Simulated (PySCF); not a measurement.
Calculation: PySCF with B3LYP-D3(BJ)/def2-TZVP. All species are isolated molecules in the gas phase. One relaxed conformer stands for a flexible species; it need not be the lowest. B3LYP has the VWN-RPA correlation part, as in Gaussian. 

Reference species (SMILES): `C[C]C` (near-degenerate triplet) (neutral, multiplicity 3).

```
Property                         Result
-----------------------------  --------
highest occupied spin orbital  -5.05 eV
```

Changed species: `[C](C)B` (excited triplet) (X = boryl, multiplicity 3; the reference has X = methyl, multiplicity 3).

### Question
Predict the effect on the highest occupied spin orbital.

### Answer
the highest occupied spin orbital falls by 1.01 eV, to -6.06 eV.
